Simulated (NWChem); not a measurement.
System: pyrrole (C₄H₅N); SMILES c1cc[nH]c1

Computed with NWChem. Pople sets run with spherical d functions. The geometry was optimised at PBE0/def2-SVP. Solvent water, SMD (1 M gas to 1 M solution), gas-phase geometry.

```csv
level,basis functions,solvation free energy (kcal/mol),cavity-dispersion-structure term (kcal/mol),dipole in solution (D)
PBE0/STO-3G,30,-1.6,3.3,2.53
PBE0/3-21G,55,-6.0,3.3,2.83
PBE0/6-31G*,80,-4.6,3.3,2.71
PBE0/6-31+G*,100,-4.8,3.3,2.79
PBE0/6-311G**,120,-4.7,3.3,2.81
```
